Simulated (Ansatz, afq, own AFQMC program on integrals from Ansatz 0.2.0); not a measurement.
**SiH$_{2}$O, triplet in cc-pVDZ, levels against CCSDT(Q)**

```
atom    x (Å)    y (Å)    z (Å)
  Si   0.0245   0.0231   0.5950
   O  -0.0947  -0.0954  -1.0505
   H   0.0957   1.1076   1.6250
   H   0.7244  -0.2387  -1.5298
```

Connectivity, by distances: SiH–OH.

Basis cc-pVDZ. Noble-gas cores (and the filled d shells of Ga–Kr and In–Xe) are frozen. AFQMC by an in-house program on the Cholesky factors that Ansatz 0.2.0 writes for its CCSD(T) run. ph-AFQMC/CISD is guided by a CISD state made of CCSD amplitudes; releasing the constraint for a short imaginary time cuts its bias at the price of noise, slowly where states lie close. Free AFQMC starts from the CCSD state and is never constrained. Its projection time is finite, and what remains of the start isn't in its error. Error bars are statistical, one sigma.

Determinant: UHF, the one that the program's search chose, which needn't be the lowest solution. The geometry is a point of a scan.

No full CI on the walks' own integrals is used here; CCSDT(Q) serves as the reference and is uncertain by about the last step of the cluster series.

Cautions: lower spins were not checked.

- T1 diagnostic: 0.0181
- weight of the determinant in the CISD state: 0.900
- ⟨S²⟩ of the determinant: 2.005
- size of the correlated space: 12 electrons in 36 orbitals

| level | correlation energy (eV) |
| --- | --- |
| MP2 | -6.9571 |
| CCSD | -7.4787 |
| CCSD(T) | -7.6493 |

(1) Estimate where phaseless AFQMC with a CISD trial lies against CCSD(T) on the same integrals.

(1) 0.77 ± 0.35 kcal/mol below CCSD(T).

Reference: CCSDT(Q), correlation energy -7.688 eV. The released energy is read at 2.40 1/Eh (meV from the phaseless value at times in 1/Eh: -13 ± 13 at 0.24, -28 ± 13 at 0.51, -22 ± 14 at 0.99, 5 ± 14 at 1.62, -29 ± 24 at 2.40).

```json
{"level": "CCSD(T)", "E − E(reference) (kcal/mol)": "0.90", "share of correlation (%)": "99.49"}
{"level": "CCSDT", "E − E(reference) (kcal/mol)": "0.46", "share of correlation (%)": "99.74"}
{"level": "ph-AFQMC/CISD", "E − E(reference) (kcal/mol)": "0.13 ± 0.35", "share of correlation (%)": "99.93"}
{"level": "released AFQMC", "E − E(reference) (kcal/mol)": "-0.54 ± 0.56", "share of correlation (%)": "100.30"}
{"level": "free AFQMC", "E − E(reference) (kcal/mol)": "0.06 ± 0.43", "share of correlation (%)": "99.97"}
```

Free projections are given only where their last times agree within the noise and don't stop above the reference; a slow remainder of the start can still hide under it. Released energies are given only where the last usable release times agree within the noise; a slower fall can still hide under it.
